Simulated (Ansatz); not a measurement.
Run this with Ansatz 0.2.0, Python API and show what comes out.

Script `conformers_c3h6clf.py`:
```python
"""Conformer energies of C3H6ClF."""

import ansatz as az
from rdkit import Chem
from rdkit.Chem import AllChem


def main() -> None:
    rd = Chem.AddHs(Chem.MolFromSmiles("CCC(F)Cl"))
    ids = list(AllChem.EmbedMultipleConfs(rd, numConfs=20, randomSeed=79, pruneRmsThresh=0.4))
    field = [energy for _, energy in AllChem.MMFFOptimizeMoleculeConfs(rd)]
    distinct = {round(e, 2): i for i, e in zip(ids, field)}
    chosen = sorted(distinct.items())[:5]
    found = []
    for force_field, index in chosen:
        c3h6clf = az.Crystal.molecule()
        for atom, xyz in zip(rd.GetAtoms(), rd.GetConformer(index).GetPositions()):
            c3h6clf = c3h6clf.atom(atom.GetSymbol(), xyz.round(5).tolist())
        setup = (
            c3h6clf.calculation()
            .basis(gaussian="def2-SVP")
            .correlation("mp2")
        )
        found.append(setup.run().report["free_energy_ev"])
    print("conformer   MMFF (kcal/mol)   this level (eV)")
    for (force_field, index), e in zip(chosen, found):
        print(f"{index:9d} {force_field - chosen[0][0]:17.2f} {(e - min(found)):17.3f}")


if __name__ == "__main__":
    main()
```

```console
$ python conformers_c3h6clf.py
conformer   MMFF (kcal/mol)   this level (eV)
        3              0.00             0.006
        5              0.04             0.000
```

The conformers keep their force-field geometries. Wall time of the script: 3.6 s on 1 thread of Arm Neoverse V2 (shared host), peak memory 0.31 GiB.
